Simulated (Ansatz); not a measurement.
The same path of AlH3 + H3Si (8 atoms, charge 0, multiplicity 2) was run twice with different band settings. Made: H2–Si5.

Theory: Ansatz 0.2.0, UKS PBE0/6-31G*.

Relaxed end points:

```xyz
8
Properties=species:S:1:pos:R:3
Al -0.002 0.000 -0.826
H -0.003 0.001 0.769
H 1.379 0.000 -1.622
H -1.382 0.000 -1.624
Si 0.005 -0.001 4.478
H -0.765 -1.192 4.934
H 1.416 -0.067 4.952
H -0.649 1.259 4.932
```

```xyz
8
Properties=species:S:1:pos:R:3
Al 0.083 -0.256 0.037
H -0.067 -0.976 1.866
H 1.276 0.744 0.447
H -1.408 0.341 -0.029
Si 0.017 -0.124 3.133
H -0.830 -0.854 4.110
H 1.438 -0.111 3.553
H -0.509 1.236 2.876
```

Common settings: spring 5.0 eV/Å²; optimiser quadratic models (default); start path through a guess of the saddle point; force threshold 0.05 eV/Å; iteration limit 60; end points relaxed.

| run | movable images | climbing image |
| --- | --- | --- |
| 1 | 9 | yes |
| 2 | 2 | no |

(1) What does each run give, and how far can it be trusted?

## Answers

(1) Run 1: converged after 11 iterations, highest image 0.139 eV above the first end. A vibrational analysis at the climbing image gives 4 clearly imaginary modes (558i, 273i, 65i, 62i cm⁻¹): a point of higher order. A lower path may pass nearby, or the ends, which weren't checked, may share the extra mode.
Run 2: converged after 5 iterations, highest image 0.061 eV above the first end. No image climbed, so the highest image needn't sit at the top of the path. A band with more images between the same ends climbed to 0.14 eV, so this one has probably stepped over the top. So few images can step over the top or miss a turn of the path.
